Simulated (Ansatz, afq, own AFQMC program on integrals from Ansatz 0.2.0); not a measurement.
Atomization energy of CH5Al, singlet

```xyz
7

Al    0.0000    0.0002    0.6566
C     0.0000   -0.0066   -1.2942
H     0.0000    1.3841    1.4409
H     0.0000   -1.3526    1.4928
H     0.0000   -1.0105   -1.7238
H    -0.8749    0.5268   -1.6821
H     0.8749    0.5268   -1.6821
```

Atoms in their ground-state spins without spin–orbit coupling (mostly on UHF) minus the molecule (RHF), without zero-point energy. The geometry is a stationary point, not shown to be a minimum.

Basis cc-pVDZ. Only valence electrons are correlated. AFQMC by an in-house program on the Cholesky factors that Ansatz 0.2.0 writes for its CCSD(T) run. ph-AFQMC/CISD is guided by a CISD state made of CCSD amplitudes; releasing the constraint for a short imaginary time cuts its bias at the price of noise, slowly where states lie close. ± is one standard error of the sampling. The errors of all members are added in quadrature.

No full CI on the walks' own integrals is used here; CCSDT(Q) serves as the reference and is uncertain by about the last step of the cluster series. Each member takes its own surest rung, up to full CI.

The best estimate is CCSD(T) at the basis-set limit (CBS: def2-TZVPP and def2-QZVPP, with their diffuse functions for anions and beside diffuse sets, CCSD(T) itself extrapolated) plus the step from CCSD(T) to CCSDT(Q) in cc-pVDZ. Rows without CBS are in cc-pVDZ, the functionals in def2-TZVP; B2PLYP and the wave-function rows carry a basis error of their own. Core correlation and relativity beyond core potentials are missing, and ± holds the sampling alone.

Cautions: CH₅Al (singlet): the released energies are still falling, so no released level is given (meV from the phaseless value at times in 1/Eh: 14 ± 11 at 0.24, 10 ± 10 at 0.51, 5 ± 10 at 0.99, -14 ± 15 at 1.62, -42 ± 20 at 2.40); other spins of the molecule weren't checked.

```
  level  atomization energy (kJ/mol)
 r2SCAN                       2164.6
  B3LYP                       2155.0
wB97M-V                       2170.0
```

Question: From these cheaper values, estimate the atomization energy at the level of the best estimate.

Answer: 2171.9 kJ/mol (best estimate, highest rung CCSDT(Q)).

```tsv
level	atomization energy (kJ/mol)	error against the best estimate (kJ/mol)
HF	1636.4	-535.5
MP2	1999.9	-172.0
CCSD	1996.0	-175.9
CCSD(T)	2006.9	-165.0
ph-AFQMC/CISD	2008.4 ± 1.1	-163.5 ± 1.1
HF/CBS	1680.9	-490.9
MP2/CBS	2164.9	-7.0
CCSD(T)/CBS	2171.1	-0.8
PBE	2145.7	-26.2
PBE0	2139.8	-32.0
B2PLYP	2133.9	-38.0
surest rungs in cc-pVDZ	2007.7	-164.2
```

Correlation beyond CCSD(T) adds 0.8 kJ/mol. Going to the basis-set limit adds 164.2 kJ/mol at CCSD(T). The perturbative (T) step is worth +10.9 kJ/mol. The functionals spread over 36.2 kJ/mol; wB97M-V comes nearest and B2PLYP is 38.0 kJ/mol too low.

Best estimates are given only where the step beyond CCSD(T) is under 0.3 eV and no member's determinant is very poor (T1 over 0.05, or 0.07 for open shells, ⟨S²⟩ too high by 0.3, two states mixed), so the hardest cases are missing from such tables.

The functionals ran in a triple-zeta set and keep a basis error of their own, a few kJ/mol for each bond in atomization energies and more for double hybrids, so close places among them and the extrapolated levels can swap.

Each member of a difference takes its own highest rung, so a best estimate needn't equal the limit plus the step of one row. A walk keeps the symmetry of its determinant, which the program's search chose and which needn't be the lowest solution, so a lower state of the same spin and another symmetry isn't excluded.
